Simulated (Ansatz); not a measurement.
Born–Oppenheimer molecular dynamics of C2H5NO2 (10 atoms, charge 0, multiplicity 1). It starts from a relaxed structure.

Method: Ansatz, RHF/def2-SVP.

```json
{
 "ensemble": "NVE (velocity Verlet)",
 "time step": "1 fs",
 "steps asked": "150",
 "starting velocities drawn for": "300 K",
 "masses": "H 2.014 u",
 "seed": "315934"
}
```

First frame:

```xyz
10
Properties=species:S:1:pos:R:3
N -1.531 0.887 0.178
C -0.608 -0.176 0.157
O 0.703 0.292 -0.194
C 1.681 -0.577 -0.257
O 1.585 -1.734 -0.049
H -1.292 1.585 0.858
H -1.623 1.329 -0.718
H -0.904 -0.926 -0.573
H -0.547 -0.649 1.134
H 2.619 -0.082 -0.533
```

How far do the bonds stretch over the last three quarters of this one trajectory? (Pairs bonded in most of those frames.)


```json
{"bond": "N1–C2", "mean (Å)": "1.412", "spread (Å)": "0.020", "shortest": "1.37", "longest": "1.44"}
{"bond": "N1–H6", "mean (Å)": "1.004", "spread (Å)": "0.015", "shortest": "0.97", "longest": "1.03"}
{"bond": "N1–H7", "mean (Å)": "1.004", "spread (Å)": "0.016", "shortest": "0.98", "longest": "1.03"}
{"bond": "C2–O3", "mean (Å)": "1.436", "spread (Å)": "0.025", "shortest": "1.39", "longest": "1.48"}
{"bond": "C2–H8", "mean (Å)": "1.089", "spread (Å)": "0.017", "shortest": "1.06", "longest": "1.12"}
{"bond": "C2–H9", "mean (Å)": "1.089", "spread (Å)": "0.017", "shortest": "1.05", "longest": "1.13"}
{"bond": "O3–C4", "mean (Å)": "1.312", "spread (Å)": "0.022", "shortest": "1.27", "longest": "1.36"}
{"bond": "C4–O5", "mean (Å)": "1.180", "spread (Å)": "0.005", "shortest": "1.17", "longest": "1.19"}
{"bond": "C4–H10", "mean (Å)": "1.096", "spread (Å)": "0.004", "shortest": "1.09", "longest": "1.10"}
```

Mean temperature of the second half: 148 K. The conserved energy stayed within 0.46 meV per atom of its start (net change 0.28 meV per atom), so the integration is sound. Over the second half the temperature averaged 0.49 of the 300 K drawn at the start: a run that starts near a minimum puts about half its kinetic energy into the potential. A run of 0.15 ps of so small a system gives no equilibrium averages.

The run took 2.9 min on 1 thread of Arm Neoverse V2 (shared host), peak memory 0.16 GiB.
